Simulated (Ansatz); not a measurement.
`C#C/C=C/C`. The species carries charge 0 and has multiplicity 1. The structure was optimised at the PBE0-D4/def2-TZVP level.

```xyz
11

C     1.504    2.358    1.189
C     0.902    1.546    0.535
C     0.195    0.615   -0.265
C    -0.214   -0.582    0.165
C    -0.955   -1.563   -0.667
H     2.035    3.070    1.774
H    -0.014    0.918   -1.288
H     0.006   -0.865    1.191
H    -1.127   -1.188   -1.677
H    -1.925   -1.802   -0.218
H    -0.406   -2.508   -0.738
```

Problem. What is the dipole moment at PBE/def2-TZVPP? (An estimate is asked.)

Solution. Computed: 1.15 D, with components (-0.55, -0.96, -0.30) D in this frame, pointing from negative to positive charge.

Problem. And with r2SCAN, B3LYP, ωB97M-V? (Best estimate.)

Solution. The calculation gave: r2SCAN 1.18 D, B3LYP 1.14 D, ωB97M-V 1.13 D.

Problem. Give the Mulliken charges with PBE, B3LYP, ωB97M-V in def2-TZVPP. (Best estimate.)

Solution. The calculation gave: 
```tsv
atom	PBE	B3LYP	ωB97M-V
C1	0.04	0.07	0.01
C2	-0.21	-0.31	-0.30
C3	-0.22	-0.20	-0.15
C4	-0.05	-0.06	-0.05
C5	-0.20	-0.21	-0.26
H6	0.20	0.25	0.23
H7	0.09	0.10	0.10
H8	0.09	0.10	0.11
H9	0.08	0.08	0.09
H10	0.09	0.09	0.11
H11	0.09	0.09	0.11
```

B3LYP here is the variant with VWN-RPA as its local correlation; programs differ in this.
